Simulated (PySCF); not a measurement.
**Exact simulation of a proton spin system**

Molecule: SMILES F/C=C(\F)CF, C$_{3}$H$_{3}$F$_{3}$.

Cartesian coordinates in Å; atom numbers follow the order of the lines, from 1:
```xyz
9

F     2.371    0.329   -0.940
C     1.215    0.540   -0.326
C     0.256   -0.381   -0.277
F     0.392   -1.581   -0.836
C    -1.062   -0.197    0.401
F    -1.159    1.057    0.928
H     1.098    1.521    0.136
H    -1.878   -0.359   -0.326
H    -1.175   -0.947    1.205
```

Isolated molecule, equivalent nuclei averaged, a single conformation, non-relativistic. Structure optimised with PBE0-D3(BJ)/def2-SVP; J: B3LYP/pcJ-1; shieldings: GIAO PBE/pcSseg-2; PySCF 2.14.0 with density-fitted response routines.

References, each an isolated molecule treated in the same way: TMS for $^{1}$H (σ = 31.18 ppm).

Shifts (ppm): F1 -187.9, F4 -172.6, F6 -286.5, H7 6.68, H8/H9 5.07.
Couplings (Hz): F1–F4: 5.3; F1–F6: -8.3; F1–H7: 77.3; F1–H8, F1–H9: 8.0; F4–F6: -53.0; F4–H7: 15.8; F4–H8, F4–H9: -3.9; F6–H7: 5.4; F6–H8, F6–H9: 52.2; H7–H8, H7–H9: -3.2; H8–H9: -15.4.

The 6-spin Hamiltonian (Zeeman plus full scalar coupling among like nuclei) was diagonalised exactly; lines are Lorentzian, 0.7 Hz wide, and the maxima above 3 % are listed with the tallest set to 100.

Question: Give the $^{1}$H peak list of this spin system at 60 MHz.

Answer: 
Hz from δ = 0 (height): 453.3 (19), 450.1 (40), 447.9 (23), 446.9 (24), 444.7 (40), 441.5 (21), 437.5 (19), 434.3 (39), 432.1 (23), 431.1 (25), 428.9 (40), 425.7 (21), 376.1 (18), 372.9 (37), 370.6 (23), 369.7 (26), 367.4 (40), 364.2 (22), 360.3 (17), 357.1 (32), 354.8 (23), 354.0 (28), 351.6 (39), 348.4 (22), 337.8 (83), 334.6 (94), 334.0 (98), 330.7 (89), 329.8 (95), 326.5 (87), 326.0 (100), 322.7 (73), 285.7 (82), 282.4 (95), 281.8 (98), 278.5 (89), 277.6 (93), 274.4 (93), 273.8 (99), 270.6 (77)

Question: And at 800 MHz?

Answer: 
Hz from δ = 0 (height): 5396.5 (21), 5393.2 (42), 5391.1 (24), 5390.1 (24), 5387.9 (42), 5384.7 (21), 5380.7 (21), 5377.5 (42), 5375.2 (24), 5374.2 (24), 5372.1 (42), 5368.9 (21), 5319.2 (21), 5316.0 (42), 5313.8 (24), 5312.8 (24), 5310.6 (42), 5307.4 (21), 5303.4 (21), 5300.2 (42), 5298.0 (24), 5297.0 (24), 5294.8 (42), 5291.6 (21), 4089.7 (83), 4086.4 (99), 4085.8 (100), 4082.6 (94), 4081.7 (95), 4078.4 (100), 4077.8 (100), 4074.6 (83), 4037.5 (83), 4034.2 (99), 4033.6 (100), 4030.4 (94), 4029.5 (95), 4026.2 (100), 4025.6 (100), 4022.4 (83)

Question: Among coupled protons with different shifts, which pair is furthest from first order, and how does the field change that?

Answer: H7 and H8: Δν/J is about 30.2 at 60 MHz (close to first order) and 402.5 at 800 MHz (close to first order). J in Hz doesn't depend on the field, while Δν in Hz grows in proportion to it.

Only one conformer was computed, so three-bond couplings in flexible chains and rings are approximate.
